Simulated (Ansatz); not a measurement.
C₂H₃FS₂, SMILES `FCC(=S)S`, 8 atoms. Total charge 0; spin multiplicity 1. All runs use 2 threads of an Arm Neoverse V2 on a shared host. Correlated methods freeze the cores.

Question: How many basis functions does each run have, and how long does it take in Ansatz? direct RPA on PBE orbitals/def2-TZVPP energy; RKS HSE06 (plane-wave form)-D4/def2-TZVPP energy; RKS PBE0-D4/def2-SVP energy; RKS ωB97M-V/def2-QZVPP energy; RKS revPBE-D4/def2-TZVPP energy; RHF-CCSD(T)/def2-TZVPP energy; RKS ωB97M-V/def2-SVP energy; RKS r2SCAN0-D4/def2-TZVPP energy; RKS PBE0-D4/def2-QZVPP energy; RKS PBE0-D4/def2-TZVP relaxation (5 steps); RHF-CCSD(T)/def2-SVP energy; RKS PBE0-D4/def2-TZVP frequencies. (An estimate is asked.)

Answer: Computed: Other jobs shared the machine, so times are rough.

| level | job | functions | wall time | peak host memory (GiB) |
| --- | --- | --- | --- | --- |
| RKS PBE0-D4/def2-SVP | energy | 93 | 1.5 s | 0.44 |
| RKS revPBE-D4/def2-TZVPP | energy | 219 | 3.2 s | 0.27 |
| RKS HSE06 (plane-wave form)-D4/def2-TZVPP | energy | 219 | 5.5 s | 0.55 |
| RHF-CCSD(T)/def2-SVP | energy | 93 | 5.5 s | 0.44 |
| direct RPA on PBE orbitals/def2-TZVPP | energy | 219 | 6 s | 0.45 |
| RKS ωB97M-V/def2-SVP | energy | 93 | 7.5 s | 0.44 |
| RKS r2SCAN0-D4/def2-TZVPP | energy | 219 | 8.5 s | 0.54 |
| RKS PBE0-D4/def2-QZVPP | energy | 401 | 12 s | 1.2 |
| RKS ωB97M-V/def2-QZVPP | energy | 401 | 26 s | 1.4 |
| RKS PBE0-D4/def2-TZVP | relaxation (5 steps) | 185 | 32 s | 0.46 |
| RKS PBE0-D4/def2-TZVP | frequencies | 185 | 2.4 min | 0.46 |
| RHF-CCSD(T)/def2-TZVPP | energy | 219 | 2.8 min | 3.3 |
